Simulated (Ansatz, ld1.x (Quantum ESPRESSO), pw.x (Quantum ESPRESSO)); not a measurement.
## tungsten (W): does the TM potential hold in the solid?

W, norm-conserving Troullier–Martins (Kleinman–Bylander form), made with ld1.x (Quantum ESPRESSO) 7.5 (PBE, scalar-relativistic). Core [Xe] 4f14, reference 5d4 6s1.5 6p0 (charge +0.5). Waves: 6p (bound, empty): rc 2.40 bohr; 5d (bound): rc 2.15 bohr; 6s (bound): rc 2.20 bohr. Local part: the s channel. Core correction: none.

Crystal test: bcc W in pw.x 7.5, no spin, 14³ k-points, Fermi–Dirac smearing 0.01 Ry, cutoffs 45/180 Ry. The reference is all-electron LAPW (Ansatz 0.2.0) with the same functional, mesh and smearing; V0 and B0 come from Birch–Murnaghan fits to the pressures at five volumes. Errors are pseudo minus all-electron; Δ is the rms difference of the E(V) curves that follow from these fits, minima aligned, over ±6 % about the mean V0. Mesh and smearing are coarse, so the numbers serve the comparison and aren't converged zero-temperature values; the lattice is a test structure that the element need not adopt.

All-electron: a0 = 3.184 Å (V0 = 16.15 Å³/atom), B0 = 300.6 GPa.

How far does the potential miss the all-electron equation of state?

converged, but broken (pressure over 100 GPa off). The pressure does not cross zero within the volumes sampled, so no fit is given. The pseudo pressure rises with volume over the whole range, a mechanical instability. Note: ghost state, extra bound levels that the all-electron valence spectrum of the same l lacks: p at -743.4 eV. A true bound ghost makes a file unfit for plane-wave use. A pressure error of this size marks a broken potential; the numbers have no physical meaning.

```tsv
V (Å³/atom)	P all-electron (GPa)	P pseudo (GPa)
15.323	17.51	-1283.88
15.727	8.35	-1252.24
16.130	0.30	-1221.03
16.533	-6.79	-1188.56
16.936	-13.02	-1164.03
```

At the middle volume, how do free energy and pressure move when the wave cutoff is lowered (ecutrho kept at four times it)?

```csv
cutoff (Ry),shift of F (meV/atom),shift of P (GPa)
20,+123118.0,-2541.10
27,+75263.8,+1106.90
36,+54079.9,-66.66
```

The run at the middle volume (104 k-points, 8 iterations) took about 7.9 s on one core of a shared host (Neoverse-V1, 64 threads, 503 GiB, load 21).
